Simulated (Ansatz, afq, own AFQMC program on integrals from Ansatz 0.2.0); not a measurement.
**BNH, quartet in cc-pVDZ, levels against CCSDT(Q)**

```yaml
atoms:
  - { symbol: B, position_ang: [0.0000, -0.1649, 0.6879] }
  - { symbol: N, position_ang: [0.0000, 0.0778, -0.6275] }
  - { symbol: H, position_ang: [0.0000, 0.6869, 1.3407] }
```

Connectivity, by distances: BH–N.

Basis cc-pVDZ. Only valence electrons are correlated. Integrals, coupled cluster, full CI and functionals: Ansatz 0.2.0; the random walks run on the same integrals in our own AFQMC program. The CISD trial takes its coefficients from CCSD amplitudes. Released means that phaseless walkers are propagated on without the constraint, phases kept. Free AFQMC starts from the CCSD state and is never constrained. Its projection time is finite, and what remains of the start isn't in its error. ± is one standard error of the sampling.

Determinant: UHF, the one that the program's search chose, which needn't be the lowest solution. The geometry is a point of a scan.

No full CI on the walks' own integrals is used here; CCSDT(Q) serves as the reference and is uncertain by about the last step of the cluster series.

Cautions: lower spins were not checked; the released energies move by 1.5 errors or more from one time to the next, so no released level is given (meV from the phaseless value at times in 1/Eh: -18 ± 9 at 0.24, -18 ± 8 at 0.51, -18 ± 6 at 0.99, -28 ± 8 at 1.62, -2 ± 9 at 2.40).

The T1 diagnostic is 0.0212. The weight of the determinant in the CISD state is 0.924. The ⟨S²⟩ of the determinant is 3.758 and the size of the correlated space is 9 electrons in 31 orbitals.

Reference: CCSDT(Q), correlation energy -4.909 eV.

```csv
level,E − E(reference) (kJ/mol),share of correlation (%)
HF,473.7,0.00
MP2,88.7,81.28
CCSD,11.4,97.59
CCSD(T),2.5,99.48
CCSDT,0.5,99.90
ph-AFQMC/HF,6.9 ± 3.2,98.55
ph-AFQMC/CISD,2.4 ± 0.5,99.50
free AFQMC,0.2 ± 0.9,99.96
```

Free projections are given only where their last times agree within the noise and don't stop above the reference; a slow remainder of the start can still hide under it. A walk keeps the symmetry of its determinant, which the program's search chose and which needn't be the lowest solution, so a lower state of the same spin and another symmetry isn't excluded.
